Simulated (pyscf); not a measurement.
A first-order saddle from PySCF, ωB97X-D3(BJ)/def2-SVP:

```xyz
15

F     -0.6815     0.6759     1.9376
Si    -1.9434    -0.2539     1.4504
O     -2.0609    -0.0678    -0.1778
Si    -0.8298    -0.1210    -1.3211
H     -1.6435    -1.6410     1.8701
H     -3.1666     0.2829     2.0871
H      0.1223    -1.1655    -0.2380
H     -0.8013    -1.2434    -2.2982
H     -1.2182     1.0448    -2.1878
O      0.6808     0.7885    -0.7419
Si     0.8164     2.4088    -0.1799
H      0.7555    -0.1676    -0.1947
H      1.6509     2.3639     1.0429
H     -0.5440     2.9346     0.0804
H      1.4839     3.1895    -1.2512
```
Charge 0, spin multiplicity 1.

Surface: singlet, charge 0. Lowest wavenumbers (cm⁻¹): 1201i, 59, 78, 110, 137.

Question: Name the species on either side of this saddle.

Answer: F–SiH₂–O–SiH₃ (SMILES F[SiH2]O[SiH3]) + HO–SiH₃ (SMILES O[SiH3]) <-> F–SiH₂–O–SiH₂–O–SiH₃ (SMILES F[SiH2]O[SiH2]O[SiH3]) + H₂ (SMILES [H][H]), a four-centre exchange read from left to right: H–Si, H–O broken and O–Si, H–H formed. At ωB97M-D3(BJ)/def2-TZVP it lies +31.1 kcal/mol from the left side and +57.5 kcal/mol from the right (each side as separated species at their lowest minima found). On the reactant side the descent ends in a complex (not fully relaxed), 6.1 kcal/mol under the separated species and 36.0 kcal/mol under the saddle at ωB97X-D3(BJ)/def2-TZVP. The same reactants have a lower exit, to H₃Si–O–SiH₂–O–SiH₃ + HF (barrier +23.9 kcal/mol at ωB97M-D3(BJ)/def2-TZVP, against +31.1 kcal/mol here). One saddle was located; it need not be the lowest between these sides.
